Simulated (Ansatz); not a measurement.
AlBH$_{2}$Cl (SMILES [BH2][Al][Cl]), doublet: a single point at a frame of a short PBE0-D4/def2-SVP trajectory.

The input file, in.yaml:

```yaml
crystal:
  periodic: [false, false, false]
  atoms:
    - {symbol: B, position_ang: [-0.537379, 0.667095, -0.467168]}
    - {symbol: Al, position_ang: [0.559184, -0.638926, 0.468337]}
    - {symbol: Cl, position_ang: [1.898761, -1.959620, 1.295613]}
    - {symbol: H, position_ang: [-1.494884, -0.152691, -0.712650]}
    - {symbol: H, position_ang: [-0.275183, 1.864044, -0.681168]}
basis:
  gaussian: {orbitals: def2-TZVPP}
magnetization: {spin_polarized: true, initial_magnetization: 1}
hamiltonian: {xc: {name: wB97M-V}}
output: {forces: true}
```

Launched with

```bash
ansatz run in.yaml --threads 2 --pin off --events-out ev --progress --plain --max-ram 3481MiB
```

The run's output (Ansatz 0.2.0):

```
Functional definition: wB97M-V
  name "wB97M-V"
  cite "Mardirossian & Head-Gordon, J. Chem. Phys. 144, 214110 (2016) doi:10.1063/1.4952647"
  cite "Becke, J. Chem. Phys. 107, 8554 (1997) doi:10.1063/1.475007"
  cite "Vydrov & Van Voorhis, J. Chem. Phys. 133, 244103 (2010) doi:10.1063/1.3521275"
  # Of w^i u^j: cxij and so on, Table III.
  parameter omega = 0.3/bohr
  parameter cx = 0.15
  parameter cx01 = 1.007
  parameter cx10 = 0.259
  parameter css00 = 0.443
  parameter css04 = -1.437
  parameter css10 = -4.535
  parameter css20 = -3.390
  parameter css43 = 4.278
  parameter cos00 = 1.000
  parameter cos10 = 1.358
  parameter cos20 = 2.924
  parameter cos21 = -8.812
  parameter cos60 = -1.390
  parameter cos61 = 9.142
  parameter b = 6.0
  parameter c = 0.01
  gx(w, u) = 1 - cx + cx01*u + cx10*w
  gss(w, u) = css00 + css04*u^4 + css10*w + css20*w^2 + css43*w^4*u^3
  gos(w, u) = cos00 + cos10*w + (cos20 + cos21*u)*w^2 + (cos60 + cos61*u)*w^6
  exchange = spin_sum(e_x_unif_sr(omega)*gx(b97_w, b97_u_x)) + cx*exact_x_sr(omega) + exact_x_lr(omega)
  correlation = spin_sum(e_c_pw_mod_same_spin*gss(b97_w, b97_u_same))
      + integral(e_c_pw_mod_opposite_spin*gos(b97_w_opposite, b97_u_opposite)) + vv10(b, c)
869 factors; their error is unknown
192 factors; integrals over basis functions are off by at most 2.4e-5 eV
mean field evaluation 1: about -19825.2167 eV, gradient 1.6e1 eV
mean field evaluation 2: about -19826.2567 eV, gradient 1.1e1 eV
mean field evaluation 4: about -19826.9229 eV, gradient 4.7e-1 eV
mean field evaluation 8: about -19826.9330 eV, gradient 3.7e-2 eV
mean field evaluation 16: about -19826.9498 eV, gradient 4.4e-3 eV
mean field -19826.94979836 eV, -728.6269659004 hartree, gradient 7.6e-5 eV, S^2 0.751827; 0 other end points of the search recorded, 0 dependent functions left out
the calculation of the forces begins
reference -19826.94984401 eV, -728.6269675783 hartree; 19, 18 occupied and 124, 125 virtual orbitals, 869 factors
Total energy: -19826.94984401 eV, -728.6269675783 hartree
Atom 0 at    -0.537379     0.667095    -0.467168 Å, force    -0.984194    -0.150153    -0.506156 eV/Å
Atom 1 at     0.559184    -0.638926     0.468337 Å, force     0.486145     0.404542     0.147825 eV/Å
Atom 2 at     1.898761    -1.959620     1.295613 Å, force     0.273842    -0.515315     0.253146 eV/Å
Atom 3 at    -1.494884    -0.152691    -0.712650 Å, force     0.796715     1.598156    -0.047603 eV/Å
Atom 4 at    -0.275183     1.864044    -0.681168 Å, force    -0.572509    -1.337231     0.152788 eV/Å
Dipole moment:     0.140777    -0.286341     0.180377 e Å
```

The run took about 9.5 s on 2 CPU threads of an Arm Neoverse V2 (shared host).
